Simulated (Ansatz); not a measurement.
Si2NH6 (SMILES N[SiH][SiH3]): methods side by side

The species is Si2NH6 (9 atoms), meant as a doublet with charge 0. As SMILES, `N[SiH][SiH3]`. Geometry: optimised at B3LYP/def2-SVP. This is one conformer, not always the lowest.

```xyz
9

N    -0.7998    0.8425   -1.4155
Si   -0.4329    0.9159    0.2916
Si    0.6265   -1.0825    0.9728
H    -1.3835    0.0989   -1.7886
H    -0.9139    1.6963   -1.9554
H     0.4775    2.1000    0.4513
H     1.9438   -1.3420    0.3093
H    -0.2721   -2.2383    0.6668
H     0.8429   -1.0370    2.4506
```

Each level gives the dissociation energy of the H9–Si3 bond into doublet H and singlet Si2NH5 (shapes relaxed at B3LYP/def2-SVP, no zero-point term) (eV). The values are calculated.

```tsv
level	kind	program	value (eV)	CPU time (all runs)
UHF/def2-TZVP	Hartree–Fock	Ansatz	3.13	4.2 s
UPBE/def2-TZVP	GGA	Ansatz	2.76	7.8 s
U-r2SCAN/def2-TZVP	meta-GGA	Ansatz	3.01	16 s
UB3LYP/def2-TZVP	global hybrid	Ansatz	3.02	9.8 s
U-wB97M-V/def2-TZVP	range-separated hybrid	Ansatz	2.81	39 s
```

The values span 2.76 to 3.13 eV. A fragment with an even electron count was run as a singlet and may have a lower triplet. Measured bond enthalpies also hold zero-point and thermal terms, a few tenths of an eV less. Times are those of the runs behind each value, whatever else they computed, on shared processors of several kinds: orders of magnitude only.
